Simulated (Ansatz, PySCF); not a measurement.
This triplet is an excited state, 1.21 eV above the relaxed singlet at the level composite: frozen-core CCSD(T) with HF/cc-pV5Z and the correlation energy extrapolated as X^-3 from cc-pVQZ and cc-pV5Z, plus full CI minus CCSD(T) in cc-pVDZ // B3LYP-D3(BJ)/def2-TZVP (Ansatz, a quantum-chemistry and plane-wave program).

# CH, SMILES `[CH+]` (excited triplet) (charge 1, multiplicity 3)

All values below come from PBE-D3(BJ)/def2-TZVP // B3LYP-D3(BJ)/def2-TZVP (PySCF).

```
Quantity                                             Value
-----------------------------  ---------------------------
highest occupied spin orbital                    -16.94 eV
total energy                                   -37.9978 Ha
cost                           very roughly 3 core-seconds
```

```xyz
2

C      0.5712     0.0000     0.0000
H     -0.5712     0.0000     0.0000
```
Charge +1, spin multiplicity 3.
